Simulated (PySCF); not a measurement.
## Property card for acrylamide (`C=CC(N)=O`)

Acrylamide, C₃H₅NO.
SMILES with atom numbers: `[CH2:1]=[CH:2][C:3]([NH2:4])=[O:5]` (hydrogens: H6, H7 on C1; H8 on C2; H9, H10 on N4)

Among its groups: amide and C=C double bond.

**PBE0-D3(BJ)/def2-TZVP geometry optimisation, gas phase (PySCF)**

| Item | Value |
| --- | --- |
| Rotational constants A, B, C | 10.821, 4.271, 3.063 GHz |

**B97-2/pcSseg-2 ground state and GIAO shieldings, non-relativistic (PySCF)**

| Item | Value |
| --- | --- |
| Dipole moment | 3.65 D |
| HOMO energy | -7.20 eV |
| LUMO energy | -1.18 eV |
| HOMO–LUMO gap | 6.02 eV |
| 13C chemical shifts (computed TMS as zero) by class | 168.0 (C3), 138.9 (C1), 136.4 (C2) ppm |
| 1H chemical shifts (computed TMS as zero) by class | 7.00 (H6), 6.25 (H8), 5.96 (H7), 4.86 (H9), 4.70 (H10) ppm |
| Isotropic shieldings of nuclei other than C and H, by class | 151 (N4), -39 (O5) ppm |

Monoisotopic mass (most abundant isotopes): 71.0371 u.

With B = h/(8π²I), that is 505.379 GHz u Å² over I, the principal moments of inertia are 46.7, 118.3 and 165.0 u Å² (most abundant isotopes); the inertial defect Ic − Ia − Ib is 0.0 u Å² (zero for a rigid planar frame, negative otherwise). The rotational constants make it an asymmetric top with κ = (2B − A − C)/(A − C) = -0.69, nearer the prolate limit (−1). The dipole equals about 12.2 × 10⁻³⁰ C·m (1 D = 3.33564 × 10⁻³⁰ C·m).

The structure is a single PBE0-D3(BJ)/def2-TZVP conformer in the gas phase; no vibrational or solvent corrections.

Conformer computed: `[CH2:1]=[CH:2][C:3]([NH2:4])=[O:5]`: C1–C2–C3–N4 179°, H–N4–C3–C2 -5°, H–N4–C3–C2 -177°.
